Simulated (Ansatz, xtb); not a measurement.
# Relative energy of two isomers of F2S2

Structure X is `FSSF`, a singlet and structure Y is `FS(F)=S`, a singlet. Both are isolated molecules in the gas phase, relaxed with r2SCAN-D4/def2-TZVP; the shapes shown needn't be the lowest conformers.

X (Å):

```yaml
atoms:
  - { symbol: F, position_ang: [-0.0590, -1.6456, 1.3450] }
  - { symbol: F, position_ang: [0.9212, 0.9610, -1.0687] }
  - { symbol: S, position_ang: [0.0508, 1.0590, 0.3326] }
  - { symbol: S, position_ang: [-0.9644, -0.5156, 0.5487] }
```

Y (Å):

```xyz
4

F    -0.6061    1.2208    0.4436
F     0.2088   -0.6392    1.5976
S    -0.9360   -0.3713    0.4741
S    -0.3450   -1.1088   -1.1318
```

Quicker runs give these differences E(Y) − E(X): GFN2-xTB −0.351 eV; HF/STO-3G +2.606 eV (at GFN2-xTB geometries); r2SCAN-D4/def2-SVP −0.060 eV (at GFN2-xTB geometries).

Q: Which of the two would you expect CCSD(T)/def2-TZVPP electronic energies to favour?

A: Structure Y; the calculation gives E(Y) − E(X) = −0.111 eV.

How the difference moves with the method:

```csv
level,geometry,E(Y) − E(X) (eV),departure from the last row (eV),"job, with rough time for the two"
GFN2-xTB,GFN2-xTB,−0.351,−0.240,"optimisation, 0.1 s"
HF/STO-3G,GFN2-xTB,+2.606,+2.716,"single point, 0.16 s"
r2SCAN-D4/def2-SVP,GFN2-xTB,−0.060,+0.051,"single point, 1.6 s"
r2SCAN-D4/def2-TZVP,r2SCAN-D4/def2-TZVP,−0.114,−0.004,"optimisation, 24 s"
HF/def2-TZVPP,r2SCAN-D4/def2-TZVP,+0.107,+0.218,part of the CCSD(T) run
MP2/def2-TZVPP,r2SCAN-D4/def2-TZVP,−0.292,−0.182,part of the CCSD(T) run
CCSD(T)/def2-TZVPP,r2SCAN-D4/def2-TZVP,−0.111,,"single point, 29 s"
```

As drawn, Y has 1 S=S in place of 1 S–S.

HF/STO-3G, HF/def2-TZVPP put the two in the other order. The largest departure from CCSD(T)/def2-TZVPP is that of HF/STO-3G, 2.716 eV.

With harmonic frequencies from r2SCAN-D4/def2-TZVP (ideal gas, rigid rotor, one conformer each, 298.15 K, 1 atm): on the last row, ΔE + ΔZPE = −0.090, ΔH = −0.099, ΔG = −0.096 eV.

The correlated steps freeze 12 core orbitals. Mirror images aren't counted in ΔG. Run with Ansatz 0.2.0, xtb 6.7.1; the last row on 2 threads of Arm Neoverse V2 on a shared host.
